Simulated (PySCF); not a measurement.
## Silicon: a sound run and one with changed settings

Sound run: Si [Ne] 3s2 3p2, Si⁺ [Ne] 3s2 3p1. Computed with PySCF 2.14 in def2-TZVP (5s5p2d1f, 37 functions), with no relativity, point nucleus. The sound run starts from symmetry-adapted Hartree-Fock orbitals and uses a fine grid where one is needed.

Changed run: initial guess minao, at most 3 SCF cycles. This setting is unsound on purpose.

| species | method | sound run (hartree) | changed run (hartree) | converged |
| --- | --- | --- | --- | --- |
| Si | UHF | -288.85079 | -288.85025 | no |
| Si | LDA | -288.20743 | -288.20743 | no |
| Si | B3LYP | -289.39206 | -289.39203 | no |
| Si⁺ | UHF | -288.57001 | -288.56916 | no |
| Si⁺ | LDA | -287.90486 | -287.90477 | no |
| Si⁺ | B3LYP | -289.09385 | -289.09378 | no |

The SCF was stopped early; the energies are upper bounds that still move, and correlated levels were skipped or rest on poor orbitals.
